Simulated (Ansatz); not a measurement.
## Molecular dynamics, step by step

BH$_{2}$O (SMILES B[O-]) (charge -1), singlet, PBE0-D4/def2-SVPD (Ansatz 0.2.0). Settings (timestep in fs, temperature in K, friction in 1/fs; T counts 12 degrees of freedom, while the starting velocities carry no drift of the centre of mass, so T starts below the set value):

```yaml
hamiltonian: {xc: pbe0, dispersion: d4}
md: {n_steps: 30, timestep: 1.0, temperature: 300, ensemble: nvt_langevin, seed: 610, friction: 0.01, initial_velocities: maxwell_boltzmann}
```

Start (the SMILES describes the start alone):

```json
{"atom": "B1", "x (Å)": "0.0446", "y (Å)": "-0.0173", "z (Å)": "0.0234"}
{"atom": "O2", "x (Å)": "1.0745", "y (Å)": "-0.3367", "z (Å)": "0.6786"}
{"atom": "H3", "x (Å)": "-1.1024", "y (Å)": "-0.5610", "z (Å)": "0.1425"}
{"atom": "H4", "x (Å)": "-0.0167", "y (Å)": "0.9150", "z (Å)": "-0.8445"}
```

| step | time (fs) | potential energy less the start (meV) | kinetic energy (meV) | T (K) |
| --- | --- | --- | --- | --- |
| 0 | 0.00 | 0.0 | 116.3 | 225 |
| 2 | 2.00 | 27.8 | 89.2 | 173 |
| 4 | 4.00 | 58.2 | 52.7 | 102 |
| 6 | 6.00 | 40.0 | 68.1 | 132 |
| 8 | 8.00 | 28.7 | 69.8 | 135 |
| 10 | 10.00 | 43.6 | 49.6 | 96 |
| 12 | 12.00 | 50.7 | 52.5 | 102 |
| 14 | 14.00 | 21.4 | 81.2 | 157 |
| 16 | 16.00 | -4.4 | 138.8 | 268 |
| 18 | 18.00 | 28.1 | 146.6 | 284 |
| 20 | 20.00 | 73.2 | 108.4 | 210 |
| 22 | 22.00 | 75.0 | 113.1 | 219 |
| 24 | 24.00 | 60.7 | 127.4 | 246 |
| 26 | 26.00 | 44.4 | 112.5 | 218 |
| 28 | 28.00 | 20.5 | 136.2 | 263 |
| 30 | 30.00 | 7.4 | 149.0 | 288 |

Step 12, positions (Å) and forces (eV/Å):

```csv
atom,x,y,z,Fx,Fy,Fz
B1,0.010,0.026,0.046,1.211,-0.229,-0.369
O2,1.081,-0.380,0.673,-1.034,0.658,-0.583
H3,-1.116,-0.491,0.203,-0.276,0.054,0.133
H4,-0.010,0.924,-0.952,0.100,-0.483,0.819
```

Step 16, positions (Å) and forces (eV/Å):

```json
{"atom": "B1", "x": "0.012", "y": "0.034", "z": "0.048", "Fx": "0.388", "Fy": "-0.352", "Fz": "-0.003"}
{"atom": "O2", "x": "1.062", "y": "-0.387", "z": "0.663", "Fx": "0.034", "Fy": "0.167", "Fz": "-0.004"}
{"atom": "H3", "x": "-1.123", "y": "-0.455", "z": "0.285", "Fx": "-0.293", "Fy": "0.140", "Fz": "-0.064"}
{"atom": "H4", "x": "0.043", "y": "0.898", "z": "-0.883", "Fx": "-0.129", "Fy": "0.044", "Fz": "0.072"}
```

Step 20, positions (Å) and forces (eV/Å):

```csv
atom,x,y,z,Fx,Fy,Fz
B1,0.019,0.034,0.053,-1.462,-0.213,0.338
O2,1.039,-0.399,0.648,1.745,-0.728,0.874
H3,-1.150,-0.402,0.399,0.023,0.281,-0.401
H4,0.085,0.892,-0.802,-0.306,0.660,-0.811
```

Last step (30):

| atom | x (Å) | y (Å) | z (Å) |
| --- | --- | --- | --- |
| B1 | -0.0462 | 0.0458 | 0.0721 |
| O2 | 1.0236 | -0.4565 | 0.6257 |
| H3 | -1.2186 | -0.2089 | 0.4387 |
| H4 | -0.0176 | 0.9550 | -0.8512 |

The run took about 9.5 s on 2 CPU threads of an Arm Neoverse V2 (shared host).
